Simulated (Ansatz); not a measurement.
## Worked example: AlH⁺, quartet against AlH⁺, doublet

Geometry (PBE0/def2-TZVP stationary point of a doublet), kept for both states (AlH⁺, doublet: Σ⁺; AlH⁺, quartet: Π):

```xyz
2

Al    0.0000    0.0000    0.0000
H     0.0000    0.0000    1.6190
```

Basis cc-pVQZ; Ansatz 0.2.0. Correlated methods freeze the noble-gas cores. R marks a restricted (for open shells ROHF) determinant, U an unrestricted one.

Full CI is exact within this basis and frozen core; it isn't the basis-set limit. The frozen core follows each run's orbitals, which can shift R against U totals by a few meV.

| level | E(AlH⁺, doublet) (hartree) | E(AlH⁺, quartet) (hartree) |
| --- | --- | --- |
| UHF | -242.198030 | -242.014654 |
| UMP2 | -242.233443 | -242.021183 |
| UCCSD(T) | -242.246072 | -242.025037 |
| PBE | -242.544778 | -242.320244 |
| r2SCAN | -242.653227 | -242.439177 |
| full CI | -242.246265 | -242.024988 |

Question: Give the vertical gap, AlH⁺ quartet less AlH⁺ doublet, at each level in eV (1 hartree = 27.2114 eV), and each error against full CI.

Answer: full CI: (-242.024988 − (-242.246265)) × 27.2114 = 6.021 eV (the reference)
r2SCAN: (-242.439177 − (-242.653227)) × 27.2114 = 5.825 eV, error -0.196 eV
PBE: (-242.320244 − (-242.544778)) × 27.2114 = 6.110 eV, error 0.089 eV
UCCSD(T): (-242.025037 − (-242.246072)) × 27.2114 = 6.015 eV, error -0.006 eV
UMP2: (-242.021183 − (-242.233443)) × 27.2114 = 5.776 eV, error -0.245 eV
UHF: (-242.014654 − (-242.198030)) × 27.2114 = 4.990 eV, error -1.031 eV

Total energies of functionals can't be set beside those of wave-function methods, since they hold the core's correlation and their own absolute errors; only the differences compare.

Each level lands on the state that its own search finds. T1 diagnostics of restricted CCSD: 0.049 and 0.009.
